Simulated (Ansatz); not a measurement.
Species: C₄H₅, charge -1, multiplicity 1. It need not be the lowest isomer of its formula. Whether it binds its extra electron was not tested at this geometry. SMILES: C(#C[CH2-])C
Structure (B3LYP-D3(BJ)/def2-TZVP (Ansatz, an electronic-structure program) minimum search):
```xyz
9

C     -0.0143     0.1244     1.9547
C     -0.0076    -0.1912     0.6428
C     -0.0025    -0.5669    -0.5688
C      0.0182     0.2953    -1.7929
H     -0.9402     0.2470     2.5111
H      0.9054     0.2241     2.5260
H      0.0301     1.3866    -1.5964
H      0.8926     0.0755    -2.4207
H     -0.8512     0.0972    -2.4348
```
Charge -1, spin multiplicity 1.

**Question.** Give the harmonic wavenumbers at B3LYP-D3(BJ)/def2-TZVP (Ansatz, finite differences of forces, unscaled).

**Answer.** 120, 181, 341, 510, 541, 581, 844, 1030, 1034, 1045, 1238, 1378, 1462, 1477, 1480, 1970, 2835, 2963, 2974, 3070, 3118 cm⁻¹. Zero-point energy 43.2 kcal/mol.

**Question.** From these and the geometry, give the ideal-gas thermochemistry at 298.15 K and 1 atm (rigid rotor, harmonic oscillator).

**Answer.** Point group Cs, rotational symmetry number 1. Rotational constants 47.15, 4.08, 3.946 GHz. S(trans) 37.83, S(rot) 23.56, S(vib) 8.82, S(elec, spin only) 0.00, S 70.2 cal/(mol K). H(298) - H(0) 3.90 kcal/mol; G - E(el) 26.1 kcal/mol.
